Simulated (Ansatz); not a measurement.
## Ansatz (development build ahead of 0.2.0) run

```yaml
crystal:
  periodic: [false, false, false]
  atoms:
    - { symbol: C, position_ang: [-0.00671, -0.00244, 0.76921] }
    - { symbol: C, position_ang: [-0.00398, 0.00536, -0.76965] }
    - { symbol: H, position_ang: [-0.00205, 1.02686, 1.163] }
    - { symbol: H, position_ang: [-0.87991, -0.50881, 1.14758] }
    - { symbol: H, position_ang: [0.89134, -0.51355, 1.15929] }
    - { symbol: H, position_ang: [-0.00526, -1.02613, -1.1618] }
    - { symbol: H, position_ang: [-0.88872, 0.5017, -1.15697] }
    - { symbol: H, position_ang: [0.87623, 0.5172, -1.15587] }
basis:
  gaussian: { orbitals: cc-pVTZ }
hamiltonian:
  xc: hf
correlation:
  method: mp2
  frozen_orbitals: { C: 1, H: 0 }
output:
  forces: true
```

The input is written out in the form of the current development build from the run's settings.

Output:

```
Converged                       : yes
Reference energy                : -79.25912 hartree
Correlation energy              : -0.37014 hartree
Total energy                    : -79.62926 hartree
Spin squared of the determinant : 0.000
Stability test                  : minimum among restricted orbitals
```

Forces (eV/Å):
| atom | Fx | Fy | Fz |
| --- | --- | --- | --- |
| C1 | 0.724 | 0.373 | -0.265 |
| C2 | 0.049 | -0.523 | 0.291 |
| H3 | -0.025 | -0.439 | -0.124 |
| H4 | -0.248 | -0.148 | 0.174 |
| H5 | -0.458 | 0.232 | -0.157 |
| H6 | 0.046 | 0.473 | 0.142 |
| H7 | -0.035 | 0.069 | -0.039 |
| H8 | -0.053 | -0.036 | -0.022 |
